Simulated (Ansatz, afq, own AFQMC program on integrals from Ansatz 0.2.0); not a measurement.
Where AFQMC and coupled cluster stand for CH2O, singlet

| atom | x (Å) | y (Å) | z (Å) |
| --- | --- | --- | --- |
| C | 0.0010 | 0.0008 | 0.0012 |
| O | 0.6965 | 0.5477 | 0.8062 |
| H | -0.5500 | 0.5605 | -0.7970 |
| H | -0.1476 | -1.1091 | -0.0103 |

Connectivity, by distances: CH2–O.

Basis def2-TZVP. Noble-gas cores (and the filled d shells of Ga–Kr and In–Xe) are frozen. AFQMC by an in-house program on the Cholesky factors that Ansatz 0.2.0 writes for its CCSD(T) run. The CISD trial takes its coefficients from CCSD amplitudes. Released means that phaseless walkers are propagated on without the constraint, phases kept. ± is one standard error of the sampling.

Determinant: RHF, the one that the program's search chose, which needn't be the lowest solution. The geometry is a PBE0/def2-SVP stationary point of this or a neighbouring charge and spin state.

No full CI on the walks' own integrals is used here; CCSDT(Q) serves as the reference and is uncertain by about the last step of the cluster series.

- T1 diagnostic: 0.0154
- weight of the determinant in the CISD state: 0.886
- size of the correlated space: 12 electrons in 72 orbitals

Reference: CCSDT(Q), correlation energy -11.339 eV. The released energy is read at 2.40 1/Eh (meV from the phaseless value at times in 1/Eh: -8 ± 6 at 0.24, -6 ± 5 at 0.51, 2 ± 6 at 0.99, -3 ± 5 at 1.62, 0 ± 9 at 2.40).

```csv
level,E − E(reference) (mEh),share of correlation (%)
HF,416.70,0.00
MP2,28.65,93.13
CCSD,17.27,95.86
CCSD(T),1.24,99.70
CCSDT,0.99,99.76
ph-AFQMC/CISD,0.22 ± 0.27,99.95
released AFQMC,0.22 ± 0.32,99.95
```

A walk keeps the symmetry of its determinant, which the program's search chose and which needn't be the lowest solution, so a lower state of the same spin and another symmetry isn't excluded. Released energies are given only where the last usable release times agree within the noise; a slower fall can still hide under it.
